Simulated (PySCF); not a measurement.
System (SMILES): [O-][N+]#N.
Geometry (B3LYP-D3(BJ)/def2-TZVP, fixed):
```xyz
3

N      0.0000     0.0000    -1.1943
N      0.0000     0.0000    -0.0734
O      0.0000     0.0000     1.1093
```
Charge 0, spin multiplicity 1.

Basis-set convergence of the isotropic shielding of N2 at PBE with PySCF. GIAO, no density fitting; atoms are numbered in the order shown. All functions are spherical. No added dispersion term, no relativity. Reference: the value in pcseg-3, 1.83 ppm, itself unsure by roughly 0.37 ppm (its distance from pcSseg-2). Deviations are taken from unrounded values. Cost is core time over that of def2-TZVPPD, rough, on shared machines of one kind; a dash marks a row that isn't timed (too short, read off another run, short of memory, by another algorithm or on other hardware).

```json
[
 {"basis": "def2-SVPD", "functions": "63", "isotropic shielding of N2 (ppm)": "35.89", "minus reference (ppm)": "34.05", "cost": "-"},
 {"basis": "aug-cc-pVDZ", "functions": "69", "isotropic shielding of N2 (ppm)": "35.10", "minus reference (ppm)": "33.27", "cost": "-"},
 {"basis": "def2-TZVPPD", "functions": "114", "isotropic shielding of N2 (ppm)": "9.92", "minus reference (ppm)": "8.09", "cost": "1×"},
 {"basis": "jun-cc-pV(T+d)Z", "functions": "117", "isotropic shielding of N2 (ppm)": "12.52", "minus reference (ppm)": "10.69", "cost": "1×"},
 {"basis": "cc-pCVTZ", "functions": "129", "isotropic shielding of N2 (ppm)": "8.73", "minus reference (ppm)": "6.90", "cost": "1×"},
 {"basis": "aug-cc-pVTZ", "functions": "138", "isotropic shielding of N2 (ppm)": "12.34", "minus reference (ppm)": "10.50", "cost": "2×"},
 {"basis": "def2-QZVPPD", "functions": "192", "isotropic shielding of N2 (ppm)": "5.75", "minus reference (ppm)": "3.91", "cost": "4×"}
]
```

Of the sets listed that have larger relatives (same family, alike in diffuse functions), none stays within 2 ppm of the reference together with them.
